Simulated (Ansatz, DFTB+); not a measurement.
Elastic constant C66 (GPa) of solids drawn from the class of elemental solids other than molecular ones, at two levels: GFN1-xTB as cut by DFTB+ (DFTB+), and PBE (Ansatz, a program for electronic structure, plane waves, PAW).

| solid | GFN1-xTB as cut by DFTB+ | PBE | shift (%) |
|---|---|---|---|
| hcp Os | 269 | 255 | -5.2 |
| hcp Re | 62.0 | 171 | +176 |
| hcp Be | 21.9 | 150 | +585 |
| hcp Ru | 150 | 193 | +29 |
| hcp Tc | 58.7 | 135 | +130 |
| hcp Zr | 14.1 | 39.2 | +178 |

The shifts run from -5.2 % to +585 %, with a median of +153 %.

Of 6 rows, PBE is the larger in 5 and the smaller in 1.

Ansatz's runs of these crystals have no spin polarisation.

Spin–orbit coupling is left out, also for the solids with elements from indium on (hcp Os, hcp Re); its size isn't shown.

Each level is taken at its own relaxed cell. Caveats: codes differ in how they cut the long-range tail of xTB's charge interaction in a crystal, so the value belongs to this code (GFN1-xTB as cut by DFTB+: hcp Os, hcp Re, hcp Be, hcp Ru, hcp Tc, hcp Zr); the method was fitted mainly to molecules (GFN1-xTB as cut by DFTB+: hcp Os, hcp Re, hcp Be, hcp Ru, hcp Tc, hcp Zr); the relaxed volume lies over a fifth from the starting cell (GFN1-xTB as cut by DFTB+: hcp Be, hcp Zr). Ansatz's density-functional and Hartree–Fock values are scalar-relativistic unless marked +SOC, with PAW data made under PBE.
